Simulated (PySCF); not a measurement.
A species of formula C5H9N has this rotational fingerprint, computed with PBE0-D3(BJ)/def2-SVP geometry optimisation, gas phase in PySCF 2.14.0:

| Property | Result |
| --- | --- |
| Rotational constants | A = 13340, B = 1710, C = 1682 MHz |
| Dipole components | \|μa\| = 0.44 D, \|μb\| = 0.00 D, \|μc\| = 1.21 D |
| Inertial defect | -32.97 u·Å² |
| κ | -1.00 |

Question: Which structure is it? (One computed conformer of each.)
A. `[NH:1]=[C:2]1[CH2:3][CH2:4][CH2:5][CH2:6]1` with N1–C2–C3–C4 168°, C2–C3–C4–C5 32°, C3–C4–C5–C6 -40°, C4–C5–C6–C2 32°
B. `[CH2:1]=[CH:2][CH2:3][CH2:4][N:5]=[CH2:6]` with C1–C2–C3–C4 -119°, C2–C3–C4–N5 -65°, C3–C4–N5–C6 125°
C. `[CH2:1]=[C:2]1[CH2:3][C@H:4]1[CH2:5][NH2:6]` with C3–C4–C5–N6 -86°, C4–C5–N6–H 180° and 63°
D. `[CH3:1]/[CH:2]=[N:3]/[CH:4]1[CH2:5][CH2:6]1` with C2–N3–C4–C5 146°

Answer: D. It is C/C=N/C1CC1, a near-prolate asymmetric top, point group Cs. The candidates at the same level (rigid rotor, commonest isotopes):

| SMILES | A (MHz) | B (MHz) | C (MHz) | μa (D) | μb (D) | μc (D) | Δ (u·Å²) | point group | rotor |
| --- | --- | --- | --- | --- | --- | --- | --- | --- | --- |
| N=C1CCCC1 | 6624 | 3336 | 2404 | 1.88 | 1.35 | 0.11 | -17.53 | – | asymmetric top |
| C=CCCN=C | 7483 | 1985 | 1723 | 0.13 | 0.23 | 1.19 | -28.87 | C1 | near-prolate asymmetric top |
| C/C=N/C1CC1 | 13340 | 1710 | 1682 | 0.44 | 0.00 | 1.21 | -32.97 | Cs | near-prolate asymmetric top |
| C=C1C[C@H]1CN | 8973 | 2080 | 1819 | 0.43 | 0.15 | 1.20 | -21.47 | C1 | near-prolate asymmetric top |

`C=CCCN=C` has A 44 % too low; `N=C1CCCC1` has B 95 % too high; `C=C1C[C@H]1CN` has A 33 % too low. In the right answer the mirror of this Cs structure is the ac plane, so μb vanishes by symmetry. No structure here is proved a minimum.
